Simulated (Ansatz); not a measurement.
**H2Ge–AsH2, doublet: the ladder up to UCCSDT(Q)**

Geometry: a PBE0/def2-TZVP stationary point for this spin, not checked as a minimum.

```xyz
6

Ge   -0.0608    0.0000    1.2217
As    0.0668    0.0002   -1.1953
H     0.6779    1.2508    1.7608
H     0.6748   -1.2532    1.7599
H    -0.9617   -1.1087   -1.3580
H    -0.9749    1.0966   -1.3600
```

Basis cc-pVDZ; Ansatz 0.2.0. Only valence electrons are correlated (noble-gas cores and the filled d shells of p-block atoms frozen), which leaves 13 electrons in 46 orbitals. R marks a restricted (for open shells ROHF) determinant, U an unrestricted one. No spin–orbit coupling is included, and no scalar relativity.

Full CI isn't at hand for all of this; UCCSDT(Q) serves as the reference, and is uncertain by about the last step of the cluster series. The frozen core follows each run's orbitals, which can shift R against U totals by a few meV for light atoms and by up to 0.1 eV past Ca.

- UHF ⟨S²⟩: 0.758
- T1 diagnostic (RCCSD): 0.0192
- largest doubles amplitude (RCCSD): 0.044
- T1 diagnostic (UCCSD): 0.0150

| level | E − E(UCCSDT(Q)) (meV) | share of correlation (%) | wall time |
| --- | --- | --- | --- |
| UHF | 6702 | 0.82 | – |
| UMP2 | 1354 | 79.96 | – |
| UCCSD | 218 | 96.77 | – |
| UCCSD(T) | 40 | 99.40 | 16 s |
| UCCSDT | 9 | 99.86 | – |

The correlation energy at UCCSDT(Q), counted from RHF, is -6.758 eV. That run took 4.4 min on 1 thread of Intel Xeon, shared host.

Run but not shown, since their state or frozen core can't be matched to the reference's or they repeat it: RHF, RMP2, CISD, RCCSD, RCCSD(T), BCCD(T), RCCSDT, RCCSDT(Q).

Times hold each run's SCF and search for its determinant on a shared host, so for small cases they say little of a method's own cost; they ran on 1 thread of Intel Xeon.

Atomization energy (electronic, same basis, no zero-point term; atoms at the same level, unrestricted beside the R rows where the molecule is a closed shell, but restricted open-shell past Ca, as are all atoms' steps beyond CCSDT(Q)) at UCCSDT(Q): 1227.3 kJ/mol. Errors of other levels:

```tsv
level	error (kJ/mol)
UHF	-302.7
UMP2	-44.1
UCCSD	-15.6
UCCSD(T)	-2.4
UCCSDT	-0.7
```

This basis is far from its limit, so the value isn't to be set against a measured one.
